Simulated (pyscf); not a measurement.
Thermochemistry of product channels of `[AlH2][PH2]` + `[PH3]` on the singlet surface, in kJ/mol, from ωB97M-D3(BJ)/def2-TZVP energies (ideal gas, 1 atm, RRHO with modes under 100 cm⁻¹ raised to 100, one conformer, R ln 2 for chiral ones without a mode under 150 cm⁻¹). Optimised with ωB97X-D3(BJ)/def2-SVP in PySCF.

```csv
products,ΔE,ΔH(298 K),ΔG(900 K),ΔG(1200 K)
`[AlH2][PH][PH2]` + `[H][H]`,+15.1,+10.4,+36.9,+42.2
`[PH2][AlH][PH2]` + `[H][H]`,-26.5,-30.2,-13.4,-11.4
```

These are energies of the channels, which say nothing of barriers.
